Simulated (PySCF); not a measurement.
## SiH₂⁺: from structure and modes to constants

Computed with UPBE0/[Si def2-TZVP, H def2-TZVP], no relativity, density fitting, PySCF.

The doublet minimum has C2v symmetry. Masses (u): Si 27.97693, H 1.00782.

```xyz
3
charge 1 multiplicity 2, angstrom
Si    0.0000    0.0000   -0.0507
H     1.2894    0.0000    0.6980
H    -1.2894    0.0000    0.6980
```

Harmonic wavenumbers (cm⁻¹): 899.0 (a1, ×1), 2155.5 (a1, ×1), 2237.6 (b2, ×1).

(1) Find the principal moments of inertia and the rotational constants. What kind of rotor is it?

(2) Find the vibrational entropy and heat capacity at 298.15 K.

(3) Give the standard entropy (298.15 K, 1 bar) by its translational, rotational, vibrational and spin parts, and Cp.

Answers

(1) About the centre of mass I = 1.0538, 3.3514, 4.4052 u Å². With B = 16.8576/I this gives 16, 5.03, 3.827 cm⁻¹. The molecule is an asymmetric top with κ = -0.80.

(2) With u = 1.43878 ω/T, each mode gives S = R[u/(eᵘ−1) − ln(1−e⁻ᵘ)] and C = R u² eᵘ/(eᵘ−1)².
```
ω (cm⁻¹)       u  S (J/(mol K))  C (J/(mol K))
   899.0   4.338           0.59           2.10
  2155.5  10.402           0.00           0.03
  2237.6  10.798           0.00           0.02
```
The sums over all modes are S = 0.6 and C = 2.1 J/(mol K); the softest mode gives 99 % of the entropy.

(3) Sackur–Tetrode with M = 29.99 u gives 151.3; rotation with symmetry number 2 gives 54.2; vibration 0.6; spin R ln 2 = 5.8. The total is 211.8 J/(mol K), and Cp = 4 R + 2.1 = 35.4 J/(mol K).

Other isomers or separated fragments may lie lower.
